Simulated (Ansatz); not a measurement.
Wavefunction ladder for C$_{3}$H$_{6}$O$_{2}$ (`CO/C=C/O`)

Z-matrix (Å, degrees):
```
C
O 1 1.404
H 1 1.097 2 111.2
H 1 1.089 2 106.8 3 -119.3
H 1 1.097 2 111.1 3 121.4
C 2 1.350 1 116.2 3 -60.6
C 6 1.331 2 127.4 1 -2.0
H 6 1.084 2 112.1 1 179.4
O 7 1.373 6 119.4 2 -174.5
H 7 1.085 6 123.6 2 0.9
H 9 0.960 7 108.9 6 -142.3
```

The species carries charge 0 and has multiplicity 1. The structure was optimised at the PBE0-D4/def2-TZVP level. It is one conformer, not always the lowest. Frozen core, restricted reference, Ansatz. CBS rows extrapolate triple and quadruple zeta; past MP2 they add the triple-zeta difference.

| basis | HF (Eh) | MP2 corr. | CCSD corr. | (T) | CCSD(T) total |
| --- | --- | --- | --- | --- | --- |
| def2-TZVPP | -266.88025 | -0.97082 | -1.00049 | -0.04076 | -267.92150 |
| def2-QZVPP | -266.89286 | -1.04138 | – | – | – |
| CBS(def2) | -266.89460 | -1.09366 | -1.12332 | as TZ | -268.05868 |
